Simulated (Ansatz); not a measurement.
## Low doublet and quartet states of HCl⁺ by full CI

```json
{"atom": "Cl", "x (Å)": "0.0000", "y (Å)": "0.0000", "z (Å)": "0.0000"}
{"atom": "H", "x (Å)": "0.0000", "y (Å)": "0.0000", "z (Å)": "1.3212"}
```

Basis cc-pVDZ; Ansatz 0.2.0. Only valence electrons are correlated (noble-gas cores frozen), which leaves 7 electrons in 18 orbitals.

Q: From the orbital picture of this species, estimate the order, symmetries and energies of the lowest 3 doublet and 1 quartet states at this geometry (other spins aside; irreps A1, B1, B2, A2 in the program's axes; members of a degenerate level count singly).

A: Full CI in cc-pVDZ gives:
| 2S+1 | irrep | energy above the lowest listed (eV) |
| --- | --- | --- |
| 2 | B2 | 0.000 |
| 2 | B1 | 0.003 |
| 2 | A1 | 3.958 |
| 4 | A2 | 8.395 |

22 s on 1 thread of Intel Xeon, shared host.
